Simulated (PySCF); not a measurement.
# C3H4FP: magnetic properties

The task here is to estimate one member of a computed series from the others.

Programs: PySCF 2.14.0, with routines of our own; each step states its level. All values are computed. Atoms count from 0.

## The system as given

9 atoms, charge 0, multiplicity 1; geometry from: GFN2-xTB.

The first run:

Job settings and geometry (Å):

```
{"job": {"xc": "PBE0", "basis": "def2-SVP", "d3": "d3bj", "grid": 1, "kind": "geom"}, "charge": 0, "multiplicity": 1}
C     -1.555957    -0.152418     0.045803
C     -0.273286    -0.211408    -0.315317
C      0.800298     0.357329     0.450146
F      0.426174     0.977987     1.592124
P      2.459281     0.352149     0.114384
H     -1.861962     0.337327     0.954899
H     -2.331809    -0.591413    -0.555970
H      0.027882    -0.704940    -1.229428
H      2.322941    -0.358620    -1.081822
```

Started as:

```bash
OMP_NUM_THREADS=1 python excited_run.py task.json out
```

This one command runs all jobs of the session in turn.

Steps of the session up to this table: Geometry optimisation at PBE0-D3(BJ)/def2-SVP; Magnetic properties: GIAO KT2/aug-pcSseg-1; Magnetic properties: GIAO wB97X-D/aug-pcSseg-1; Magnetic properties: GIAO HCTH407/aug-pcSseg-1; Magnetic properties: GIAO X3LYP/aug-pcSseg-1; Magnetic properties: GIAO HF/aug-pcSseg-1; Magnetic properties: GIAO PBE/aug-pcSseg-1.

One of the session's tables, all rows but one given; the rest of the session is left out.

| level | gap (eV) |
| --- | --- |
| GIAO KT2/aug-pcSseg-1 | 2.91 |
| GIAO wB97X-D/aug-pcSseg-1 | 7.89 |
| GIAO HCTH407/aug-pcSseg-1 | 2.88 |
| GIAO X3LYP/aug-pcSseg-1 | 4.29 |
| GIAO HF/aug-pcSseg-1 | ? |
| GIAO PBE/aug-pcSseg-1 | 2.87 |

Q: Estimate the row for GIAO HF/aug-pcSseg-1 from the others.

As computed: gap (eV): 9.45. In the column «gap (eV)» it is the highest.

To keep in mind: No frequency check was run at this level, so the end point may be a saddle. Vibrational averaging and real surroundings are missing from these values.
